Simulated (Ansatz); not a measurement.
Task: an active-space calculation of CH3NaS, SMILES C[S][Na], with the Ansatz DFT code, driven from Python. Give the script and its output. Settings: Hartree-Fock, 6-31G* basis, multiplicity 1.

| atom | x (Å) | y (Å) | z (Å) |
| --- | --- | --- | --- |
| C | -0.4331 | 0.3688 | -0.4223 |
| S | -0.1069 | -1.1493 | 0.5184 |
| Na | 2.0794 | -1.1897 | 1.7350 |
| H | -1.4140 | 0.2480 | -0.8751 |
| H | 0.3158 | 0.4945 | -1.1999 |
| H | -0.4412 | 1.2276 | 0.2439 |

`cas_ch3nas.py`
```python
"""Static correlation in CH3NaS: natural occupations of an active space."""

import ansatz

BASIS_SET = "6-31G*"

GEOMETRY = """
C    -0.43311    0.36875   -0.42227
S    -0.10688   -1.14927    0.51837
Na    2.07939   -1.18969    1.73498
H    -1.41400    0.24805   -0.87515
H     0.31583    0.49454   -1.19987
H    -0.44123    1.22762    0.24394
"""

geometry = ansatz.Crystal.molecule()
for line in GEOMETRY.strip().splitlines():
    symbol, *xyz = line.split()
    geometry = geometry.atom(symbol, [float(v) for v in xyz])

model = (
    geometry.calculation()
    .basis(gaussian=BASIS_SET)
    .correlation(active_electrons=6, active_orbitals=7)
)
for method in [None]:
    rep = (model if method is None else model.correlation(method)).run().report
    space = rep["configurations"]
    state = space["states"][0]
    print(method or "casscf", f"total {rep['free_energy_ev'] / 27.211386246:.6f} Ha, active-space state {state['energy']['hartree']:.6f} Ha, mean field {rep['reference_energy_ev'] / 27.211386246:.6f} Ha")
    print("  determinants", state["n_determinants"], " natural occupations", [round(n, 3) for n in space["natural_occupations"]])
print("effectively unpaired electrons, sum of min(n, 2 - n):", round(sum(min(n, 2 - n) for n in space["natural_occupations"]), 3))
```

Output of `python cas_ch3nas.py`:
```text
casscf total -599.054709 Ha, active-space state -599.054709 Ha, mean field -598.988476 Ha
  determinants 1225  natural occupations [1.981, 1.975, 1.974, 0.026, 0.02, 0.019, 0.005]
effectively unpaired electrons, sum of min(n, 2 - n): 0.141
```

Caveats:
- Total energies depend on the basis set; only differences at equal settings carry meaning.
- The geometry is a force-field or estimated start, not a minimum of this method, and the basis set is short of its limit. The active space starts as a window about the frontier orbitals and is then optimised, not chosen by chemistry.
- It ran for 12 s on 1 thread of Arm Neoverse V1 (shared host), peak memory 0.2 GiB.
